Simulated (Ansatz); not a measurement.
Relaxation of (H3Si)2O (Si₂OH₆) with RKS r2SCAN-D4/def2-TZVP.

```sh
$ ansatz run in.yaml --threads 4 --pin off --events-out ev --progress --plain --max-ram 3916MiB
```

```yaml
crystal:
  periodic: [false, false, false]
  atoms:
    - {symbol: Si, position_ang: [-0.974510, -1.097380, 0.662100]}
    - {symbol: H, position_ang: [-0.984020, -0.794810, 2.092580]}
    - {symbol: H, position_ang: [-0.501750, -2.450980, 0.385540]}
    - {symbol: H, position_ang: [-2.272350, -0.828580, 0.044600]}
    - {symbol: O, position_ang: [0.104270, -0.108300, -0.024930]}
    - {symbol: Si, position_ang: [0.983540, 1.088910, -0.664450]}
    - {symbol: H, position_ang: [2.282690, 0.498130, -0.975550]}
    - {symbol: H, position_ang: [0.280650, 1.548380, -1.861200]}
    - {symbol: H, position_ang: [1.081470, 2.144640, 0.341300]}
basis:
  gaussian: {orbitals: def2-TZVP}
hamiltonian: {xc: r2scan, dispersion: d4}
scf: {lower_state_search: "off"}
output: {orbitals: {seedname: orbitals}}
relax: {f_tol: 0.02, max_steps: 100}
```

Hardware: 4 threads of Intel Xeon Platinum 8259CL on a shared host. Wall time 17 s.

Positions (Å) and forces (eV/Å) at steps 1, 2, 4, 6, 7, 9, 10, 11 of 11:

```xyz
9
step=1 energy=-17900.7535 eV
Si   -0.975   -1.097    0.662    0.418    0.386   -0.257
H    -0.984   -0.795    2.093   -0.186   -0.105    0.459
H    -0.502   -2.451    0.386   -0.099   -0.531    0.073
H    -2.272   -0.829    0.045   -0.491   -0.108   -0.041
O     0.104   -0.108   -0.025    0.041   -0.030   -0.012
Si    0.984    1.089   -0.664   -0.344   -0.488    0.242
H     2.283    0.498   -0.976    0.488    0.104   -0.208
H     0.281    1.548   -1.861   -0.012    0.311   -0.403
H     1.081    2.145    0.341    0.185    0.461    0.148
9
step=2 energy=-17900.8496 eV
Si   -0.976   -1.105    0.664    0.015    0.000   -0.005
H    -1.033   -0.846    2.120   -0.015    0.007    0.087
H    -0.559   -2.503    0.426    0.001   -0.088    0.003
H    -2.314   -0.881    0.075   -0.086    0.006   -0.033
O     0.108   -0.112   -0.026    0.022   -0.011   -0.008
Si    0.990    1.090   -0.668    0.000   -0.030    0.002
H     2.328    0.565   -1.013    0.078    0.000   -0.030
H     0.328    1.600   -1.888   -0.032    0.041   -0.074
H     1.129    2.192    0.310    0.016    0.075    0.057
9
step=4 energy=-17900.8553 eV
Si   -0.968   -1.106    0.661   -0.002    0.014    0.000
H    -1.041   -0.809    2.113   -0.002    0.004    0.003
H    -0.601   -2.529    0.468   -0.003   -0.012    0.005
H    -2.295   -0.853    0.045   -0.002    0.004   -0.005
O     0.166   -0.173   -0.041    0.021   -0.022   -0.005
Si    0.992    1.082   -0.666   -0.014    0.003    0.005
H     2.346    0.617   -1.049    0.010    0.005   -0.007
H     0.292    1.603   -1.867   -0.005    0.003   -0.001
H     1.110    2.169    0.338   -0.002    0.001    0.006
9
step=6 energy=-17900.8585 eV
Si   -0.962   -1.107    0.657    0.097    0.091   -0.060
H    -1.041   -0.772    2.100   -0.006    0.004    0.011
H    -0.634   -2.542    0.499   -0.004   -0.015    0.005
H    -2.273   -0.827    0.020   -0.011    0.004   -0.006
O     0.213   -0.224   -0.056   -0.001    0.001    0.000
Si    0.992    1.075   -0.665   -0.082   -0.107    0.056
H     2.354    0.657   -1.072    0.014    0.005   -0.009
H     0.261    1.599   -1.845   -0.006    0.009   -0.007
H     1.090    2.142    0.362   -0.001    0.009    0.009
9
step=7 energy=-17900.8525 eV rejected
Si   -0.940   -1.104    0.644    0.406    0.180   -0.233
H    -1.039   -0.670    2.064    0.025   -0.012   -0.058
H    -0.720   -2.575    0.585   -0.022    0.155   -0.001
H    -2.209   -0.753   -0.051    0.052   -0.023    0.010
O     0.342   -0.365   -0.096   -0.198    0.212    0.055
Si    0.991    1.050   -0.658   -0.157   -0.452    0.155
H     2.372    0.765   -1.137   -0.145    0.026    0.056
H     0.172    1.586   -1.779    0.027   -0.043    0.042
H     1.032    2.066    0.429    0.012   -0.044   -0.027
9
step=9 energy=-17900.8650 eV
Si   -0.930   -1.098    0.636    0.002    0.081    0.004
H    -1.030   -0.662    2.053    0.021   -0.026   -0.003
H    -0.708   -2.562    0.574   -0.009    0.026   -0.001
H    -2.201   -0.745   -0.050    0.013   -0.035   -0.019
O     0.332   -0.354   -0.093    0.016   -0.014   -0.004
Si    0.986    1.038   -0.652   -0.079    0.001    0.021
H     2.360    0.751   -1.127   -0.023    0.009    0.012
H     0.166    1.574   -1.769    0.024   -0.021   -0.012
H     1.024    2.059    0.428    0.036   -0.020    0.003
9
step=10 energy=-17900.8619 eV rejected
Si   -0.923   -1.086    0.633    0.091   -0.057   -0.081
H    -1.013   -0.627    2.045   -0.025    0.020   -0.070
H    -0.752   -2.562    0.613    0.024    0.089   -0.010
H    -2.170   -0.734   -0.100    0.035    0.020    0.071
O     0.374   -0.399   -0.106   -0.066    0.072    0.020
Si    0.974    1.031   -0.647    0.068   -0.117    0.026
H     2.354    0.805   -1.150   -0.086   -0.023    0.030
H     0.132    1.555   -1.756    0.006    0.006    0.079
H     1.024    2.016    0.468   -0.048   -0.010   -0.066
9
step=11 energy=-17900.8663 eV
Si   -0.929   -1.092    0.634    0.003    0.002   -0.001
H    -1.030   -0.648    2.048    0.000    0.001   -0.001
H    -0.713   -2.557    0.588   -0.001    0.001    0.002
H    -2.192   -0.753   -0.070    0.001   -0.001   -0.002
O     0.341   -0.364   -0.095   -0.001    0.001    0.000
Si    0.981    1.037   -0.648   -0.002   -0.003    0.000
H     2.351    0.759   -1.137   -0.001    0.001   -0.001
H     0.155    1.573   -1.760   -0.001    0.000    0.001
H     1.035    2.045    0.441    0.001   -0.002    0.001
```
